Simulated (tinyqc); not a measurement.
Pariser-Parr-Pople SCF with singles CI, for the molecule C=C1C=C1 (SMILES; centres numbered as the heavy atoms are written), step by step. One step of it, computed by the program tinyqc.

Task: PPP integrals. Mataga-Nishimoto: gamma = 14.399645/(R + a), a = 2 x 14.399645/(gamma_rr + gamma_ss); H_rr = -W_r - sum_(s != r) z_s gamma_rs; H_rs = beta for bonds.

Centres (angstrom, eV; a flat drawing with bonds scaled to 1.40 angstrom):

| centre | x | y | core charge z | W | gamma_rr |
|---|---|---|---|---|---|
| 1C | 1.656000 | 0.000000 | 1 | 11.160000 | 11.130000 |
| 2C | 0.256000 | 0.000000 | 1 | 11.160000 | 11.130000 |
| 3C | -0.956000 | 0.700000 | 1 | 11.160000 | 11.130000 |
| 4C | -0.956000 | -0.700000 | 1 | 11.160000 | 11.130000 |

Resonance integrals (eV):

| i | j | beta |
|---|---|---|
| 1 | 2 | -2.390000 |
| 2 | 3 | -2.390000 |
| 3 | 4 | -2.390000 |
| 4 | 2 | -2.390000 |

Give: repulsion gamma_rs; core matrix H.

Result:

repulsion gamma_rs (eV):
```
        1C      2C      3C      4C
1C  11.130   5.346   3.602   3.602
2C   5.346  11.130   5.346   5.346
3C   3.602   5.346  11.130   5.346
4C   3.602   5.346   5.346  11.130
```

core matrix H (eV):
```
         1C       2C       3C       4C
1C  -23.709   -2.390    0.000    0.000
2C   -2.390  -27.198   -2.390   -2.390
3C    0.000   -2.390  -25.454   -2.390
4C    0.000   -2.390   -2.390  -25.454
```
